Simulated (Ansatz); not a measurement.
Frontier orbitals of `SBCl`.

Cartesian coordinates in Å:
```
S 1.278 -0.177 -0.369
B -0.450 -0.143 0.050
Cl -1.416 -1.560 -0.273
H 1.550 1.069 0.052
H -0.962 0.811 0.540
```

Total charge 0; spin multiplicity 1. All single points use the PBE0-D4/def2-TZVP geometry. It is one conformer, not always the lowest. Basis def2-TZVPP, Ansatz.

```tsv
functional	HOMO (eV)	LUMO (eV)	gap (eV)
PBE	-7.13	-2.23	4.90
B97M-V	-7.48	-1.89	5.59
PBE0	-8.32	-1.30	7.02
B3LYP	-8.05	-1.48	6.57
HSE06 (plane-wave form)	-7.92	-1.69	6.23
ωB97M-V	-10.46	0.74	11.20
```

**Question.** What is the vertical ionisation energy at frozen-core CCSD(T)/CBS(def2)? (Best estimate.)

**Answer.** Ansatz gave: 10.83 eV (T1 of the cation 0.028).

From PBE to PBE0 the HOMO moves by −1.19 eV and the LUMO by +0.92 eV, and with ωB97M-V by −3.33 and +2.96 eV, so the gap grows from 4.90 to 11.20 eV with exact exchange. A positive LUMO is unbound and depends on the basis. −ε(HOMO) differs from that ionisation energy by −3.70 eV with PBE and −0.37 eV with ωB97M-V.

B3LYP here is the variant with VWN-RPA as its local correlation; programs differ in this.
